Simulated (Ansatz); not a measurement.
# AlH₂O (quartet): from Hartree-Fock to the top rungs at a displaced geometry (v1), cc-pVDZ

The task here is to estimate one member of a computed series from the others.

Method: cc-pVDZ, core rule «outside noble gas», up to 6 orbitals frozen; program: Ansatz 0.2.0, Gaussian basis.

The runs, in order: UHF; CCSD(T) on ROHF; CCSD(T) on UHF; BCCD(T) on ROHF; CISD; CCSDT(Q) on ROHF; CCSDT(Q) on UHF.

37 further runs of the same task are left out: 16 for a known fault of the program, 10 that didn't finish, 11 set aside as unsound or not needed.

**The system**

The geometry is a PBE0/def2-TZVP stationary point (not a proven minimum) with its atoms shifted at random (size 0.040 Å).

4 atoms, charge 0, spin multiplicity 4.

Atoms are counted from 1 here; the program's logs count them from 0.

Bond lengths: Al1–O2 1.758 Å, Al1–H3 1.762 Å, Al1–H4 1.770 Å. Angles: O2–Al1–H3 63.2°, O2–Al1–H4 65.5°, H3–Al1–H4 128.7°.

Coordinates:

```xyz
4

Al    0.00049    0.00521    0.65924
O    -0.00035   -0.01093   -1.09845
H     0.04762   -1.57372   -0.12036
H    -0.05516    1.60766   -0.09056
```

The first run:

in.yaml

```yaml
crystal:
  periodic: [false, false, false]
  atoms:
    - {symbol: Al, position_ang: [0.000487, 0.005213, 0.659235]}
    - {symbol: O, position_ang: [-0.000346, -0.010930, -1.098452]}
    - {symbol: H, position_ang: [0.047618, -1.573718, -0.120363]}
    - {symbol: H, position_ang: [-0.055159, 1.607664, -0.090561]}
basis:
  gaussian: {orbitals: cc-pVDZ}
magnetization: {spin_polarized: true, initial_magnetization: 3}
hamiltonian: {xc: hf}
output: {orbitals: {seedname: orbitals}}
```

On the command line:

```console
$ ansatz run in.yaml --threads 1 --pin off --events-out ev --progress --plain --max-ram 2393MiB
```

Steps of the session up to this table: UHF; CCSD(T) on ROHF; CCSD(T) on UHF; BCCD(T) on ROHF; CISD; CCSDT(Q) on ROHF; CCSDT(Q) on UHF.

One of the session's tables, all rows but one given; the rest of the session is left out.

It belongs to the step «Misses and costs». 

```
   method  from UCCSDT(Q) (kJ/mol)
     ROHF                   +728.7
      UHF                   +668.0
     RMP2                        ?
     UMP2                   +126.2
     CISD                    +89.2
    RCCSD                    +31.5
    UCCSD                    +29.0
 RCCSD(T)                     +8.4
 UCCSD(T)                     +8.1
  BCCD(T)                     +8.0
   RCCSDT                     +3.6
   UCCSDT                     +3.3
RCCSDT(Q)                     +0.2
UCCSDT(Q)                        0
```

Q: Estimate the row for RMP2 from the others.

The run gave: from UCCSDT(Q) (kJ/mol): +127.6. In the column «from UCCSDT(Q) (kJ/mol)» it lies between UMP2 (+126.2) and UHF (+668.0).

To keep in mind: Restricted and unrestricted rows rest on different reference determinants; where their highest levels disagree by more than a few hundredths of an eV, they describe different states and don't form one ladder.
